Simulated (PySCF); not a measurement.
C3H6, SMILES C(=C)C (connectivity only; charge and spin as stated), charge +1, multiplicity 2. Atoms are numbered in the order given.

```xyz
9

C     -1.1895     0.0622    -0.2711
C      0.0453    -0.0059     0.4642
C      1.3214    -0.0756    -0.1305
H     -1.9039    -0.6844     0.1185
H     -1.7039     0.9981     0.0366
H     -1.0967     0.0098    -1.3526
H     -0.0041     0.0026     1.5533
H      1.4450     0.0911    -1.1973
H      2.2003    -0.3011     0.4658
```
Charge +1, spin multiplicity 2.

Coordinates come from a r2SCAN-D4/def2-TZVP optimisation. The spin state was assumed, not searched.

All values below come from PySCF 2.14.0 with TDA-CAM-B3LYP/def2-SVPD.

Vertical excitations. Isolated molecule, no solvent.

```tsv
state	energy (eV)	λ (nm)	f	main pairs
root 1	3.40	364	0.001	β HOMO→LUMO 66 %, β HOMO−1→LUMO 22 %
root 2	3.78	328	0.002	β HOMO−1→LUMO 53 %, β HOMO→LUMO 27 %, β HOMO−2→LUMO 14 %
root 3	4.92	252	0.049	α HOMO→LUMO 5 %, β HOMO−2→LUMO 66 %, β HOMO−1→LUMO 20 %
root 4	5.23	237	0.012	β HOMO−3→LUMO 84 %
root 5	5.84	212	0.236	α HOMO→LUMO 82 %, β HOMO−4→LUMO 5 %
root 6	6.43	193	0.037	α HOMO→LUMO 6 %, β HOMO−4→LUMO 76 %
root 7	7.09	175	0.008	α HOMO−1→LUMO 79 %
root 8	7.59	163	0.009	α HOMO−2→LUMO 76 %
root 9	8.47	146	0.002	α HOMO−4→LUMO 9 %, α HOMO−1→LUMO 7 %, β HOMO−5→LUMO 37 %, β HOMO→LUMO+1 30 %, β HOMO−3→LUMO+1 8 %
root 10	8.85	140	0.032	α HOMO−3→LUMO 63 %, β HOMO−2→LUMO+1 15 %, β HOMO→LUMO+1 7 %
```
Unrestricted roots are not spin-pure.
